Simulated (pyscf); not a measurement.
Elementary routes open to `[F][GeH2][F]` + `[H][H]` in the gas phase (singlet surface):
A. `[F][Ge][F]` [singlet] + `[H][H]` + `[H][H]` (Ge–H, Ge–H, H–H broken; H–H, H–H formed)
B. `[F][GeH3]` + `[FH]` (F–Ge, H–H broken; Ge–H, F–H formed)

PySCF, gas phase, ωB97X-D3(BJ)/def2-SVP geometries.

Problem. Rank the routes by free-energy barrier at 600 K, lowest first, for ωB97M-D3(BJ)/def2-TZVP energies (ideal gas, 1 atm, RRHO with modes under 100 cm⁻¹ raised to 100, one conformer, R ln 2 for chiral ones without a mode under 150 cm⁻¹).

Solution. B (64.2 kcal/mol), A (70.3 kcal/mol)

Route B is the fastest of these, ahead of the next by 6.1 kcal/mol. The most stable products are those of A (ΔG = -11.7 kcal/mol), whose barrier is 6.1 kcal/mol higher: the kinetic and the thermodynamic product differ. At 1200 K B is still the fastest. B: On the product side the descent ends in a complex (not fully relaxed), 7.0 kcal/mol under the separated species and 41.3 kcal/mol under the saddle at ωB97X-D3(BJ)/def2-TZVP. Only these routes are compared; each barrier is that of the saddle found, and lower ones may exist. Elements up to Kr have no core potential and no relativistic terms here.
